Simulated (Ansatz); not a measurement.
System: bcc Cs. Method: r²SCAN+rVV10 in Ansatz (PAW).

Numerical settings: plane-wave cutoff 560 eV, 14×14×14 k mesh, Fermi–Dirac smearing 0.05 eV, scalar-relativistic PAW data made under PBE.

Cell (relaxed at this level):

```
CELL_PARAMETERS angstrom
     -3.08448     3.08448     3.08448
      3.08448    -3.08448     3.08448
      3.08448     3.08448    -3.08448
ATOMIC_POSITIONS crystal
  Cs 0.00000 0.00000 0.00000
```

Problem. Estimate the bulk modulus and pressure derivative B′ of the bulk modulus that the calculation returns.

Solution. 
- bulk modulus = 1.98 GPa
- pressure derivative B′ of the bulk modulus = 3.4

The run finds no gap.

Measured, for comparison: bulk modulus 2.11 GPa (corrected for temperature and zero-point phonon effects, our sources range from 2.11 to 2.35; as tabulated in Levämäki et al. (2014), arXiv:1402.3671). Computed (rounded) less measured: bulk modulus -6 % (-6 % to -16 % over the range).

Spin–orbit coupling is not included.

Computed values are for the static lattice.

Cost on a shared machine: about 3 core-minutes (a rough figure).

Ansatz is a program for electronic structure.
